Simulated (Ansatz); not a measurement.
CH2 (SMILES [CH2], charge +1) moved off its minimum; all values from Ansatz (a first-principles code), cores frozen in correlated methods. Open shells are unrestricted.
(charge 1, multiplicity 2)
```xyz
3

C      0.00496     0.04544     0.08550
H     -1.11634     0.06811    -0.25260
H      1.03548     0.01166    -0.24325
```

### Question
Give the forces (eV/Å), the total energy and the dipole at CCSD(T)/aug-cc-pVTZ.

### Answer

```
atom      Fx      Fy      Fz
----  ------  ------  ------
C1    -2.453   0.061  -0.186
H2     2.045  -0.044   0.473
H3     0.408  -0.017  -0.287
```
Energy -38.6964 hartree.
